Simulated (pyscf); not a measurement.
Single points on ωB97X-D3(BJ)/def2-SVP structures (PySCF, gas phase). MP2 and CC: frozen core, UHF for open shells. ΔMP2 is the change of the MP2 total energy from the triple- to the quadruple-zeta basis.

Estimate by transition-state theory (the high-pressure limit) the rate constant of F–Ga [singlet] + H₂O → HO–GaH–F (singlet surface; H–O broken, Ga–O, Ga–H formed) at 900 K, with CCSD(T)/def2-TZVPP + ΔMP2(QZVPP) energies (ideal gas, 1 atm, RRHO with modes under 100 cm⁻¹ raised to 100, one conformer, R ln 2 for rigid chiral ones; no tunnelling).

The electronic barrier is 47.2 kcal/mol and the thermal terms add +21.4, so ΔG‡ = 68.6 kcal/mol. With k_BT/h = 1.88e+13 s⁻¹ and RT = 1.788 kcal/mol, and a volume of 1.23e-19 cm³ per molecule at 1 atm, k = 5.1e-23 cm³ molecule⁻¹ s⁻¹. The product is born with the 58 kcal/mol of the reverse barrier and needs collisions to keep. Wigner's tunnelling factor for 1453i cm⁻¹ would be 1.22. A shift of 1 kcal/mol in the barrier changes k by a factor 1.7. On the reactant side the descent ends in a bound adduct (not fully relaxed), 10.2 kcal/mol under the separated species and 55.8 kcal/mol under the saddle at ωB97X-D3(BJ)/def2-TZVP. This is the saddle that the search found; another between the same sides may lie lower. The CCSD(T) − MP2 part came from Ansatz, without density fitting, on the same reference. The frozen core leaves the outer d or s,p core shells of the metals and heavy elements correlated in the MP2 and CC values, and def2-TZVPP describes them poorly, which can shift differences by a few kcal/mol. Elements up to Kr have no core potential and no relativistic terms here.
